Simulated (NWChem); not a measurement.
# P2H2 (phosphanylidenephosphane) at PW91/jorge-TZP-DKH (ZORA, esp resp), part 1 of 2

Aim: the vertical electron affinity of P2H2 (phosphanylidenephosphane) at PW91/jorge-TZP-DKH (ZORA, esp resp), from 2 runs. 

The results are computed with NWChem 7.3.0.

1 further run of the same task is left out (it didn't finish).

### 1 The system as given

P2H2 has 4 atoms, charge 0, and is taken as a singlet. SMILES: `[H]/P=P/[H]`. Geometry: relaxed at GFN2-xTB.

Bond lengths: P1–P2 2.016 Å, P1–H3 1.403 Å, P2–H4 1.403 Å. Angles: P1–P2–H4 94.8°, P2–P1–H3 94.8°.

### 2 A single-point energy at PW91/jorge-TZP-DKH (ZORA, esp resp)

Input file h2p2.nw:

```
start h2p2
memory 2200 mb

geometry units angstrom noautosym nocenter noautoz
  P    -0.024370   -1.003630    0.088350
  P     0.024420    1.003540   -0.088260
  H     1.037260   -1.067570    1.003320
  H    -1.037310    1.067660   -1.003410
end

basis spherical bse
  * library jorge-TZP-DKH
end

relativistic
  zora on
end

dft
  xc xperdew91 perdew91
  grid coarse
  convergence energy 1e-07
  direct
end

esp
  restrain
  range 0.4
  spacing 0.035
  recalculate
end

task dft energy
task esp
```

Command:

```console
$ nwchem h2p2.nw > h2p2.out
```

The log of the run:

```text
Northwest Computational Chemistry Package (NWChem) 7.3.0
             --------------------------------------------------------

           Job information
           ---------------

    nwchem branch   = 7.3.0
    use scalapack   = T
    input           = h2p2.nw
    prefix          = h2p2.
    data base       = ./h2p2.db
    status          = startup
    nproc           =        1

           Memory information
           ------------------

    heap     =     72089598 doubles =      550.0 Mbytes
    stack    =     72089595 doubles =      550.0 Mbytes
    global   =    144179200 doubles =     1100.0 Mbytes (distinct from heap & stack)
    total    =    288358393 doubles =     2200.0 Mbytes
    verify   = yes
    hardfail = no

           Directory information
           ---------------------

  0 permanent = .
  0 scratch   = .

                                NWChem Input Module
                                -------------------

 Scaling coordinates for geometry "geometry" by  1.889725989
 (inverse scale =  0.529177249)

                             Geometry "geometry" -> ""
                             -------------------------

 Output coordinates in angstroms (scale by  1.889725989 to convert to a.u.)

  No.       Tag          Charge          X              Y              Z
 ---- ---------------- ---------- -------------- -------------- --------------
    1 P                   15.0000    -0.02437000    -1.00363000     0.08835000
    2 P                   15.0000     0.02442000     1.00354000    -0.08826000
    3 H                    1.0000     1.03726000    -1.06757000     1.00332000
    4 H                    1.0000    -1.03731000     1.06766000    -1.00341000

      Atomic Mass
      -----------

      P                 30.973760
      H                  1.007825

 Effective nuclear repulsion energy (a.u.)      76.7594620555

            Nuclear Dipole moment (a.u.)
            ----------------------------
        X                 Y               Z
 ---------------- ---------------- ----------------
     0.0013228082    -0.0023810547     0.0023810547

            XYZ format geometry
            -------------------
     4
 geometry
 P                    -0.02437000    -1.00363000     0.08835000
 P                     0.02442000     1.00354000    -0.08826000
 H                     1.03726000    -1.06757000     1.00332000
 H                    -1.03731000     1.06766000    -1.00341000

 ==============================================================================
                                internuclear distances
 ------------------------------------------------------------------------------
       center one      |      center two      | atomic units |  angstroms
 ------------------------------------------------------------------------------
    2 P                |   1 P                |     3.80877  |     2.01552
    3 H                |   1 P                |     2.65122  |     1.40297
    4 H                |   2 P                |     2.65160  |     1.40317
 ------------------------------------------------------------------------------
                         number of included internuclear distances:          3
 ==============================================================================

 ==============================================================================
                                 internuclear angles
 ------------------------------------------------------------------------------
        center 1       |       center 2       |       center 3       |  degrees
 ------------------------------------------------------------------------------
    2 P                |   1 P                |   3 H                |    94.83
    1 P                |   2 P                |   4 H                |    94.84
 ------------------------------------------------------------------------------
                            number of included internuclear angles:          2
 ==============================================================================

 Summary of "ao basis" -> "" (spherical)
 ------------------------------------------------------------------------------
       Tag                 Description            Shells   Functions and Types
 ---------------- ------------------------------  ------  ---------------------
 *                       jorge-TZP-DKH                on all atoms

  perdew91 is a nonlocal functional; adding pw91lda local functional.

                                 NWChem DFT Module
                                 -----------------

                      Basis "ao basis" -> "ao basis" (spherical)
                      -----
  [basis functions not shown]

 Summary of "ao basis" -> "ao basis" (spherical)
 ------------------------------------------------------------------------------
       Tag                 Description            Shells   Functions and Types
 ---------------- ------------------------------  ------  ---------------------
 P                       jorge-TZP-DKH              16       40   8s5p2d1f
 H                       jorge-TZP-DKH               6       14   3s2p1d

 Summary of "ao basis" -> "ao basis" (spherical)
 ------------------------------------------------------------------------------
       Tag                 Description            Shells   Functions and Types
 ---------------- ------------------------------  ------  ---------------------
 P                       jorge-TZP-DKH              16       40   8s5p2d1f
 H                       jorge-TZP-DKH               6       14   3s2p1d

  Caching 1-el integrals

[... 15 lines left out ...]
          Convergence on energy requested:  1.00D-07
          Convergence on density requested:  1.00D-05
          Convergence on gradient requested:  5.00D-04
[... 18 lines left out ...]
          Spatial weights used:  Erf1
[... 1 line left out ...]
          Convergence Information
[... 1 line left out ...]
          Convergence aids based upon iterative change in
          total energy or number of iterations.
[... 29 lines left out ...]
 dft_zora_read: failed to open./h2p2.zora_sf
[... 32 lines left out ...]
   convergence    iter        energy       DeltaE   RMS-Dens  Diis-err    time
[... 14 lines left out ...]
         Total DFT energy =     -686.266443752522
      One electron energy =    -1101.064423275210
           Coulomb energy =      385.361975382179
    Exchange-Corr. energy =      -47.323457914961
 Nuclear repulsion energy =       76.759462055470
[... 7 lines left out ...]
                       DFT Final Molecular Orbital Analysis
[... 723 lines left out ...]
[... 4 lines of this table left out ...]
              MO Center= -4.3D-05, -3.0D-03,  3.1D-04, r^2= 1.1D+00
   Bfn.  Coefficient  Atom+Function         Bfn.  Coefficient  Atom+Function
  ----- ------------  ---------------      ----- ------------  ---------------
     5      2.586029  1 P  s                 45     -2.578367  2 P  s
     4      2.550426  1 P  s                 44     -2.542887  2 P  s
     6      1.770623  1 P  s                 46     -1.765326  2 P  s
[... 4 lines of this table left out ...]
              MO Center=  1.0D-04,  3.2D-03, -2.4D-04, r^2= 1.0D+00
   Bfn.  Coefficient  Atom+Function         Bfn.  Coefficient  Atom+Function
  ----- ------------  ---------------      ----- ------------  ---------------
     3      2.932299  1 P  s                 43      2.941900  2 P  s
     4     -2.090946  1 P  s                 44     -2.097792  2 P  s
     2     -1.614148  1 P  s                 42     -1.619433  2 P  s
[... 4 lines of this table left out ...]
              MO Center= -5.4D-05, -3.3D-03,  3.3D-04, r^2= 1.0D+00
   Bfn.  Coefficient  Atom+Function         Bfn.  Coefficient  Atom+Function
  ----- ------------  ---------------      ----- ------------  ---------------
     3      2.943967  1 P  s                 43     -2.934359  2 P  s
     4     -2.101862  1 P  s                 44      2.095001  2 P  s
     2     -1.619795  1 P  s                 42      1.614509  2 P  s
[... 4 lines of this table left out ...]
              MO Center=  1.1D-04,  3.4D-03, -2.6D-04, r^2= 1.0D+00
   Bfn.  Coefficient  Atom+Function         Bfn.  Coefficient  Atom+Function
  ----- ------------  ---------------      ----- ------------  ---------------
     2      2.195444  1 P  s                 42      2.203049  2 P  s
     3     -1.912090  1 P  s                 43     -1.918713  2 P  s
     1     -1.312601  1 P  s                 41     -1.317148  2 P  s
[... 4 lines of this table left out ...]
              MO Center= -5.9D-05, -3.5D-03,  3.5D-04, r^2= 1.0D+00
   Bfn.  Coefficient  Atom+Function         Bfn.  Coefficient  Atom+Function
  ----- ------------  ---------------      ----- ------------  ---------------
     2      2.203581  1 P  s                 42     -2.195975  2 P  s
     3     -1.920079  1 P  s                 43      1.913451  2 P  s
     1     -1.317215  1 P  s                 41      1.312669  2 P  s
     4      1.049502  1 P  s                 44     -1.045879  2 P  s
     5      0.592701  1 P  s                 45     -0.590651  2 P  s

 center of mass
 --------------
 x =   0.00004427 y =  -0.00007968 z =   0.00007968

 moments of inertia (a.u.)
 ------------------
         239.983421799500           2.555259930738          -7.014969079627
           2.555259930738          16.847981276599          27.315307164513
          -7.014969079627          27.315307164513         238.888298582137

     Multipole analysis of the density
     ---------------------------------

     L   x y z        total         alpha         beta         nuclear
     -   - - -        -----         -----         ----         -------
     0   0 0 0     -0.000000    -16.000000    -16.000000     32.000000

     1   1 0 0      0.000050     -0.000636     -0.000636      0.001323
[... 8 lines of this table left out ...]
     2   0 0 2    -19.991104    -14.008385    -14.008385      8.025667

 Task  times  cpu:       11.8s     wall:       11.8s

                                NWChem Input Module
                                -------------------

                     NWChem Electrostatic Potential Fit Module
                     -----------------------------------------

 Atom parameters

 Number of atoms is                                    4
 Number of basis functions is                        108

 Grid parameters

 Maximum number of grid points is                  10198
 Number of grid points is                          10197
 Grid range                                     0.400000 nm
 Grid spacing                                   0.035000 nm
 Probe radius                                   0.070000 nm
 Atom radius factor                             1.000000

 Restraint parameters

 Hyperbolic restraint to zero charge
    with scaling                 0.001000
         tightness               0.100000
         maximum iterations     25
         tolerance               0.000100

 Atomic radii

    1    0.100000
   15    0.180000
 FASTESP  F
  using M.O. file = ./h2p2.movecs

    Atom              Coordinates                           Charge

                                                  ESP         RESP        RESP2
                                                                         constr

    1 P    -0.002437   -0.100363    0.008835   -0.106580   -0.106396   -0.106396
    2 P     0.002442    0.100354   -0.008826   -0.108296   -0.108113   -0.108113
    3 H     0.103726   -0.106757    0.100332    0.106780    0.106594    0.106594
    4 H    -0.103731    0.106766   -0.100341    0.108097    0.107914    0.107914
                                            ------------------------------------
                                               -0.000000   -0.000000    0.000000

 Dipole moment                                  0.003544    0.003550    0.003550

 Quadrupole moment Qxx                          0.781996    0.780655    0.780655
                   Qyy                         -1.388076   -1.385696   -1.385696
                   Qzz                          0.606080    0.605041    0.605041

 RMS deviation kJ/mol                           0.115120    0.115120    0.115120

 RRMS %                                        72.216773   72.216870   72.216870

 Task  times  cpu:        4.9s     wall:        4.9s
 Total times  cpu:       16.7s     wall:       16.7s
```

Run time: 18 s. Hardware: 1 thread of AMD EPYC 7B13 (Zen 3), shared host; peak memory 0.11 GiB.

(Continued in part 2 of 2.)
